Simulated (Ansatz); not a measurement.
# MgH₂S₂: up Jacob's ladder to CCSD(T)

An exercise on one series of results from a longer session: the logs are not shown, and one member is left open.

Computed with Ansatz 0.2.0, Gaussian basis. Level: functionals in def2-TZVPP, the program's frozen cores in correlated methods.

The runs, in order: LDA (SPW92), PBE-D4, revPBE-D4, BLYP-D4, r2SCAN-D4, B97M-V, PBE0-D4, B3LYP-D4, r2SCANh-D4, r2SCAN0-D4, HSE06-D4, BHLYP-D4, CAM-B3LYP-D4, LC-ωPBE, ωB97X-V, ωB97M-V, B2PLYP, PBE-QIDH; CCSD(T)/def2-SVP; CCSD(T)/def2-TZVPP; CCSD(T)/def2-QZVPP; extrapolation to the limit; RPA on PBE.

## The relaxed structure

An earlier PBE0-D4 in a triple-zeta def2 set relaxation fixed the geometry.

SMILES `[SH][Mg][SH]`, 5 atoms, charge 0, spin multiplicity 1.

Atoms are counted from 1 here; the program's logs count them from 0.

Bond lengths: S1–Mg2 2.284 Å, S1–H4 1.345 Å, Mg2–S3 2.284 Å, S3–H5 1.345 Å. Angles: Mg2–S1–H4 92.5°, S1–Mg2–S3 179.2°, Mg2–S3–H5 92.5°.

The first run:

Input file in.yaml:

```yaml
crystal:
  periodic: [false, false, false]
  atoms:
    - {symbol: S, position_ang: [-2.273823, 0.016679, -0.393593]}
    - {symbol: Mg, position_ang: [-0.102702, 0.143794, 0.304728]}
    - {symbol: S, position_ang: [2.058936, 0.283774, 1.029508]}
    - {symbol: H, position_ang: [-1.965051, 0.458005, -1.626463]}
    - {symbol: H, position_ang: [2.332440, -0.975954, 0.644320]}
basis:
  gaussian: {orbitals: def2-TZVPP}
hamiltonian: {xc: lda}
output: {orbitals: {seedname: orbitals}}
```

Command:

```bash
> ansatz run in.yaml --threads 4 --pin off --events-out ev --progress --plain --max-ram 10444MiB
```

Steps of the session up to this table: LDA; PBE-D4 (GGA); revPBE-D4 (GGA); BLYP-D4 (GGA); r2SCAN-D4 (meta-GGA); B97M-V (meta-GGA); PBE0-D4 (hybrid); B3LYP-D4 (hybrid); r2SCANh-D4 (hybrid); r2SCAN0-D4 (hybrid); HSE06-D4 (hybrid); BHLYP-D4 (hybrid); CAM-B3LYP-D4 (range-separated); LC-ωPBE (range-separated); ωB97X-V (range-separated); ωB97M-V (range-separated); B2PLYP (double hybrid); PBE-QIDH (double hybrid).

One table of the session follows, with a row left open; its other results are not shown here.

It belongs to the step «Orbital energies across the functionals». 

| functional | HOMO (eV) | LUMO (eV) | gap (eV) |
| --- | --- | --- | --- |
| LDA (SPW92) | -6.26 | -2.39 | 3.87 |
| PBE-D4 | -6.11 | -2.15 | 3.96 |
| revPBE-D4 | -6.05 | -2.02 | 4.03 |
| BLYP-D4 | -5.93 | -2.10 | 3.83 |
| r2SCAN-D4 | -6.38 | -1.74 | 4.64 |
| B97M-V | -6.39 | -2.06 | 4.33 |
| PBE0-D4 | -7.30 | -1.47 | 5.83 |
| B3LYP-D4 | -7.04 | -1.72 | 5.32 |
| r2SCANh-D4 | -6.82 | -1.54 | 5.28 |
| r2SCAN0-D4 | ? | ? | ? |
| HSE06-D4 | -6.90 | -1.82 | 5.08 |
| BHLYP-D4 | -8.33 | -0.87 | 7.46 |
| CAM-B3LYP-D4 | -8.61 | -0.70 | 7.91 |
| LC-ωPBE | -10.03 | 0.38 | 10.41 |
| ωB97X-V | -9.65 | 0.23 | 9.88 |
| ωB97M-V | -9.49 | -0.09 | 9.40 |

Estimate the missing values for r2SCAN0-D4.

Worked estimate for «HOMO (eV)». Against the share of exact exchange, r2SCAN-D4 (0, -6.38), r2SCANh-D4 (0.1, -6.82) give a slope of -4.40 per unit share; at 0.25 the line stands at -7.48.

As computed: HOMO (eV): -7.48; LUMO (eV): -1.24; gap (eV): 6.24. In «HOMO (eV)» the line misses by 0.00.
